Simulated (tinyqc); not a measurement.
Worked calculation: geometry optimisation on the RHF/sto-6g surface (energies and gradients from PySCF), for H2O, spin multiplicity 1. One step of it, computed by the program tinyqc.

Question. Step 1: move. Quasi-Newton step p = -H^(-1) g (first H = 0.6 times the unit matrix); steps longer than 0.3 bohr are cut back (factor 0.535 here).

positions at the start (bohr):
```
            x          y         z
1O  -0.007559  -0.009449  0.047243
2H  -0.001890   1.271786  1.092262
3H  -0.030236  -1.320919  1.050688
```

gradient (hartree/bohr):
```
              x            y            z
1O  -0.00185249  -0.00530255   0.22039155
2H  -0.00062858  -0.13896077  -0.11165686
3H   0.00248107   0.14426333  -0.10873469
```

Give: positions after step 1.

Answer.

positions after step 1 (bohr):
```
          x        y        z
1O  -0.0059  -0.0047  -0.1494
2H  -0.0013   1.3958   1.1919
3H  -0.0324  -1.4497   1.1477
```
